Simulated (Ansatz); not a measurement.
# CH5BO: the cost of one run

Computed with Ansatz 0.2.0, Gaussian basis. Level: PBE0-D4/def2-SVP.

16 further runs of the same task are left out: 16 set aside as unsound or not needed.

## 1. The starting structure

The first end: 8 atoms, charge 0, spin multiplicity 1.

Atoms are counted from 1 here; the program's logs count them from 0.

Bond lengths: B1–H2 1.204 Å, B1–O3 1.339 Å, B1–H6 1.197 Å, O3–C4 1.414 Å, C4–H5 1.092 Å, C4–H7 1.092 Å, C4–H8 1.094 Å. Angles: H2–B1–O3 120.2°, H2–B1–H6 122.9°, O3–B1–H6 116.9°, B1–O3–C4 122.3°, O3–C4–H5 108.9°, O3–C4–H7 108.8°, O3–C4–H8 111.3°, H5–C4–H7 108.7°, H5–C4–H8 109.6°, H7–C4–H8 109.6°.

Geometry (Å):

```mol
CH5BO
  3D, bonds by distance, orders not assigned

  8  7  0  0  0  0  0  0  0  0999 V2000
   -0.2560   -1.1136    0.7177 B   0  0
    0.0320   -0.5014    1.7134 H   0  0
   -0.2040   -0.5159   -0.4791 O   0  0
    0.1821    0.8352   -0.6322 C   0  0
   -0.6355    1.3847   -1.1029 H   0  0
   -0.5964   -2.2605    0.7357 H   0  0
    1.0559    0.8804   -1.2851 H   0  0
    0.4219    1.2910    0.3327 H   0  0
  1  2  8  0
  1  3  8  0
  1  6  8  0
  3  4  8  0
  4  5  8  0
  4  7  8  0
  4  8  8  0
M  END
```

The second end:

```xyz
8

B     0.1434   -1.1534   -0.8332
H    -0.7991    0.6901    2.0696
O     0.6071   -0.6467    0.3033
C     0.4484    0.3252   -0.8289
H    -1.2835    1.1980    2.3259
H    -0.2022   -2.2115   -1.2346
H     1.3986    0.7240   -1.1718
H    -0.3127    1.0743   -0.6301
```

## 2. The band at PBE0-D4/def2-SVP

neb/in.yaml

```yaml
crystal:
  periodic: [false, false, false]
  atoms:
    - {symbol: B, position_ang: [-0.255993, -1.113564, 0.717726]}
    - {symbol: H, position_ang: [0.031956, -0.501352, 1.713428]}
    - {symbol: O, position_ang: [-0.204034, -0.515882, -0.479105]}
    - {symbol: C, position_ang: [0.182145, 0.835244, -0.632161]}
    - {symbol: H, position_ang: [-0.635462, 1.384661, -1.102912]}
    - {symbol: H, position_ang: [-0.596439, -2.260503, 0.735651]}
    - {symbol: H, position_ang: [1.055947, 0.880423, -1.285108]}
    - {symbol: H, position_ang: [0.421881, 1.290974, 0.332681]}
basis:
  gaussian: {orbitals: def2-SVP}
hamiltonian: {xc: pbe0, dispersion: d4}
neb:
  images: 5
  climbing: true
  max_iterations: 40
  initial_path: idpp
  final_atoms:
    - {symbol: B, position_ang: [0.143351, -1.153433, -0.833173]}
    - {symbol: H, position_ang: [-0.799093, 0.690088, 2.069563]}
    - {symbol: O, position_ang: [0.607079, -0.646676, 0.303267]}
    - {symbol: C, position_ang: [0.448437, 0.325154, -0.828933]}
    - {symbol: H, position_ang: [-1.283532, 1.198040, 2.325917]}
    - {symbol: H, position_ang: [-0.202191, -2.211476, -1.234560]}
    - {symbol: H, position_ang: [1.398616, 0.724020, -1.171803]}
    - {symbol: H, position_ang: [-0.312669, 1.074282, -0.630077]}
```

Started as:

```sh
$ ansatz run in.yaml --threads 2 --pin off --events-out ev --progress --plain --max-ram 4352MiB
```

**Question.** How long does this run take on 2 threads of Arm Neoverse V1, shared host?

About 2.5 min.
